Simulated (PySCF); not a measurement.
# SiP⁺ at revPBE

Computed with revPBE; PySCF, no relativity, basis sets Si def2-TZVPPD, P def2-TZVPPD.

```json
{
 "state": "³Σ⁻ (triplet), unpaired electrons π ↑↑",
 "bond length": "2.255 Å",
 "harmonic wavenumber": "477 cm⁻¹",
 "force constant": "1.97 mdyn/Å",
 "rotational constant Be": "0.2256 cm⁻¹",
 "anharmonicity ωexe": "1.85 cm⁻¹",
 "vibration–rotation constant αe": "0.00129 cm⁻¹",
 "well depth De to Si⁺ + P": "74.0 kcal/mol",
 "dissociation energy D0": "73.3 kcal/mol",
 "bond order (Mayer)": "1.59",
 "dipole moment (positive dipole points towards P; it is taken about the centre of mass and depends on that origin)": "-1.48 D"
}
```

For an ion De counts to the pair picked by the measured ionisation energies or electron affinities, which need not be the lowest pair at this level. The state was picked by a PBE0 search and need not be the measured ground state.
